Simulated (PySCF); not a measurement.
# How well do the runs reproduce experiment for 1,1,1,2-tetrafluoroethane?

**The experiment to reproduce.**

NIST CCCBDB Release 22 (SRD 101), experimental dipoles lists, for the gas: dipole moment 2.058 ± 0.01 D.

From NIST CCCBDB Release 22 (SRD 101), experimental polarizabilities, for the gas: mean polarisability 4.549 Å³.

The runs below try to reproduce these values; the comparison stands at the end.

Species: 1,1,1,2-tetrafluoroethane, C2H2F4.
Numbering: `[F:1][CH2:2][C:3]([F:4])([F:5])[F:6]` (hydrogens: H7, H8 on C2)

Structure used (PBE0-D3(BJ)/def2-SVP), in Å, numbered top down from 1:
```xyz
8
C2H2F4 angstrom
F     -0.8939   -1.2014   -0.9499
C     -0.7011    0.0069   -0.3631
C      0.6370    0.0308    0.3441
F      0.7034   -0.8958    1.2956
F      1.6437   -0.1754   -0.5012
F      0.8075    1.2273    0.9134
H     -1.4892    0.2011    0.3820
H     -0.7075    0.8065   -1.1209
```

Runs made with PySCF (gas phase, on this PBE0-D3(BJ)/def2-SVP geometry; no spin–orbit coupling):

| level | job | basis functions |
| --- | --- | --- |
| PBE0/pcSseg-1 | shieldings, charges and field gradients | 112 |
| BHandHLYP/pcSseg-2 | shieldings | 244 |
| PBE0/6-31G | shieldings, charges and field gradients | 58 |
| PBE0/STO-3G | shieldings, charges and field gradients | 32 |
| PBE0/def2-SVP | 10 singlets by full TDDFT, 4 Tamm–Dancoff triplets, polarisability | 94 |
| PBE0/aug-cc-pVDZ | shieldings, charges and field gradients | 156 |
| PBE0/cc-pVDZ | shieldings, charges and field gradients | 94 |
| PBE0/pcSseg-2 | shieldings | 244 |
| BHandHLYP/def2-SVPD | 10 singlets by full TDDFT, 4 Tamm–Dancoff triplets, polarisability, ΔSCF ions | 148 |
| PBE/def2-SVPD | 10 singlets by full TDDFT, 4 Tamm–Dancoff triplets, polarisability, ΔSCF ions | 148 |
| LC-wPBE/def2-SVPD | 10 singlets by full TDDFT, 4 Tamm–Dancoff triplets, polarisability, ΔSCF ions | 148 |
| wB97X-D/def2-SVPD | 10 singlets by full TDDFT, 4 Tamm–Dancoff triplets, polarisability, ΔSCF ions | 148 |
| B3LYP/def2-SVPD | 10 singlets by full TDDFT, 4 Tamm–Dancoff triplets, polarisability, ΔSCF ions | 148 |
| HF/def2-SVPD | 10 singlets by TDHF, 4 Tamm–Dancoff triplets, polarisability, ΔSCF ions | 148 |
| LDA/def2-SVPD | 10 singlets by full TDDFT, 4 Tamm–Dancoff triplets, polarisability, ΔSCF ions | 148 |
| PBE0/def2-SVPD | 10 singlets by full TDDFT, 4 Tamm–Dancoff triplets, polarisability, ΔSCF ions | 148 |
| CAM-B3LYP/def2-SVPD | 10 singlets by full TDDFT, 4 Tamm–Dancoff triplets, polarisability, ΔSCF ions | 148 |
| PBE0/6-31G* | 10 singlets by full TDDFT, 4 Tamm–Dancoff triplets, polarisability | 88 |
| PBE0/def2-TZVP | 10 singlets by full TDDFT, 4 Tamm–Dancoff triplets, polarisability | 198 |

All basis functions are spherical.

## Comparison

**Dipole moment.** Measured: 2.058 D (NIST CCCBDB Release 22 (SRD 101), experimental dipoles).

```
              level  computed (D)  computed − measured (D)  % (from the printed values)
      PBE0/pcSseg-1         2.005                   -0.053                           -3
 BHandHLYP/pcSseg-2         2.156                   +0.098                           +5
         PBE0/6-31G         2.238                   +0.180                           +9
        PBE0/STO-3G         0.997                   -1.061                          -52
      PBE0/def2-SVP         1.908                   -0.150                           -7
   PBE0/aug-cc-pVDZ         1.976                   -0.082                           -4
       PBE0/cc-pVDZ         1.829                   -0.229                          -11
      PBE0/pcSseg-2         2.007                   -0.051                           -2
BHandHLYP/def2-SVPD         2.165                   +0.107                           +5
      PBE/def2-SVPD         1.894                   -0.164                           -8
  LC-wPBE/def2-SVPD         2.069                   +0.011                           +1
  wB97X-D/def2-SVPD         2.052                   -0.006                            0
```

12 of the 42 levels run are shown, the closest and the furthest among them. The computed dipoles belong to one fixed geometry; measured ones are averaged over vibrations unless marked μe. Magnitudes are compared, not signs.

**Mean polarisability.** Measured: 4.549 Å³ (NIST CCCBDB Release 22 (SRD 101), experimental polarizabilities).

```csv
level,computed (Å³),computed − measured (Å³),% (from the printed values)
B3LYP/def2-SVPD,4.494,-0.055,-1
BHandHLYP/def2-SVPD,4.249,-0.300,-7
HF/def2-SVPD,3.986,-0.563,-12
LDA/def2-SVPD,4.718,+0.169,+4
PBE/def2-SVPD,4.711,+0.162,+4
PBE0/def2-SVPD,4.439,-0.110,-2
CAM-B3LYP/def2-SVPD,4.447,-0.102,-2
LC-wPBE/def2-SVPD,4.413,-0.136,-3
PBE0/6-31G*,3.428,-1.121,-25
PBE0/def2-SVP,3.306,-1.243,-27
PBE0/def2-TZVP,4.059,-0.490,-11
wB97X-D/def2-SVPD,4.426,-0.123,-3
```

Closest is B3LYP/def2-SVPD (-0.055 Å³), furthest PBE0/def2-SVP (-1.243 Å³); one molecule doesn't rank methods. The computed values are static and purely electronic, with core orbitals frozen in the response (1 au = 0.148185 Å³). The table of measured values doesn't say here whether a value is static or optical, or holds a vibrational part.

No measured geometry was used, and the causes of the misses weren't examined.
